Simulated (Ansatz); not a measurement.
Results of LDA in Ansatz (PAW) for hcp Tc.

Numerical settings: plane-wave cutoff 520 eV, 24×24×12 k mesh (along the axes of the cell as run), Fermi–Dirac smearing 0.05 eV, no spin polarisation, scalar-relativistic PAW data made under PBE.

Shape and atoms are relaxed at each volume.

Pressure at four volumes; x = ln(V/13.773 Å³). One pressure is withheld.

```
V (Å³/atom)        x  P (GPa)
-----------  -------  -------
13.222       -0.0408    15.32
13.773        0.0000    -0.01
14.049        0.0198    -6.51
14.324        0.0392        ?
```

Task: Pass a parabola P(x) through the three rows shown, estimate the bulk modulus and its pressure derivative near zero pressure, and predict the withheld pressure.

Result: Slopes between the rows: (-0.01 − (15.32))/(0.0000 − (-0.0408)) = -375.74 and (-6.51 − (-0.01))/(0.0198 − (0.0000)) = -328.28 GPa. Their difference over the span 0.0606 is c = 47.46/0.0606 = 783.2 GPa, so P(x) = 15.32 + (-375.74)(x − (-0.0408)) + 783.2 (x − (-0.0408))(x − (0.0000)). At the middle row B = −dP/dx = −[-375.74 + 783.2 × 0.0408] = 343.8 GPa, and B′ = dB/dP = 2c/B = 4.6. At x = 0.0392 the parabola gives -12.28 GPa; the run gives -12.34 GPa. The Birch–Murnaghan fit to the energies at all volumes has B0 = 343 GPa and B′ = 4.4.

Measured, for comparison: bulk modulus 303 GPa (zero-point energy and finite temperature contributions removed; as tabulated in doi:10.1021/acs.jctc.3c00612). Computed less measured: bulk modulus +13 %.

Ansatz is a quantum-chemistry and plane-wave program.
